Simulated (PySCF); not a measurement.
SiH4, SMILES [SiH4]. Atoms are numbered in the order given.

```xyz
5

Si     0.0000     0.0000     0.0000
H      0.8559    -0.8559    -0.8559
H     -0.8559    -0.8559     0.8559
H     -0.8559     0.8559    -0.8559
H      0.8559     0.8559     0.8559
```

Coordinates come from a ωB97X-D3(BJ)/def2-TZVPD optimisation. The isomer is the one that the SMILES or the coordinates give; other isomers of the formula were not compared.

Two levels are set side by side: PBE/pcSseg-2 (PySCF) and PBE0/pcSseg-2 (PySCF). GIAO shifts against TMS (²⁹Si), TMS (¹H) at the same level; non-relativistic, no solvent, atoms listed together averaged. Differences are taken from unrounded values.

```json
[
 {"quantity": "δ(²⁹Si) of Si1 (ppm)", "PBE0": "-107.1", "PBE": "-114.8", "PBE minus PBE0": "-7.8"},
 {"quantity": "δ(¹H) of H2, H3, H4, H5 (ppm)", "PBE0": "3.69", "PBE": "3.70", "PBE minus PBE0": "0.01"}
]
```

Rough cost on one machine, each run with all the roots and properties that it gave: PBE0 against PBE within a factor of 2.
